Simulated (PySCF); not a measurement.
Gas-phase reaction: SiOCl2 + Si = SiCl2 + SiO

Method: PySCF energies (xtb for GFN2) plus ideal-gas RRHO corrections (1 bar). † marks an energy on the PBE0/def2-TZVP geometry and frequencies; other levels use their own. MP2 and CCSD(T) freeze the core. Open shells (unrestricted): Si (multiplicity 3, electronic degeneracy 9); the rest are closed-shell singlets. GFN2 has no spin-polarisation term. Spin-orbit splitting is ignored; it lowers the true energy and changes the entropy of Si. SiOCl2: computed as isolated molecules; such fragments, hydroxides, amides, oligomers or adducts are transient or little studied in the gas. MP2 isn't extrapolated to the basis-set limit; its ΔH°(298 K) is -234.1 kJ in def2-SVP and -238.9 kJ in def2-TZVPP. CCSD(T) isn't extrapolated to the basis-set limit; its ΔH°(298 K) is -245.7 kJ in def2-SVP and -243.7 kJ in def2-TZVPP. The harmonic model lacks anharmonicity and excited electronic states, which grow with temperature; levels with a mode under 35 cm⁻¹ are left out. Warning, large T1 diagnostic: SiO (CCSD(T)/def2-TZVPP†).

```json
[
 {"level": "CCSD(T)/def2-TZVPP†", "ΔE electronic, kJ": "-240", "ΔH°(298 K), kJ": "-244", "ΔS°(298 K), J/K": "23", "ΔG°(600 K), kJ": "-257"},
 {"level": "GFN2-xTB", "ΔE electronic, kJ": "-239", "ΔH°(298 K), kJ": "-243", "ΔS°(298 K), J/K": "21", "ΔG°(600 K), kJ": "-255"},
 {"level": "MP2/def2-SVP†", "ΔE electronic, kJ": "-230", "ΔH°(298 K), kJ": "-234", "ΔS°(298 K), J/K": "23", "ΔG°(600 K), kJ": "-247"},
 {"level": "MP2/def2-TZVPP†", "ΔE electronic, kJ": "-235", "ΔH°(298 K), kJ": "-239", "ΔS°(298 K), J/K": "23", "ΔG°(600 K), kJ": "-252"},
 {"level": "PBE/def2-TZVP†", "ΔE electronic, kJ": "-253", "ΔH°(298 K), kJ": "-257", "ΔS°(298 K), J/K": "23", "ΔG°(600 K), kJ": "-270"},
 {"level": "PBE0/def2-SVP†", "ΔE electronic, kJ": "-239", "ΔH°(298 K), kJ": "-242", "ΔS°(298 K), J/K": "23", "ΔG°(600 K), kJ": "-256"},
 {"level": "r2SCAN/def2-TZVP†", "ΔE electronic, kJ": "-225", "ΔH°(298 K), kJ": "-229", "ΔS°(298 K), J/K": "23", "ΔG°(600 K), kJ": "-242"}
]
```
ΔH° is lowest at PBE/def2-TZVP† and highest at r2SCAN/def2-TZVP†. No reference value is set beside these.
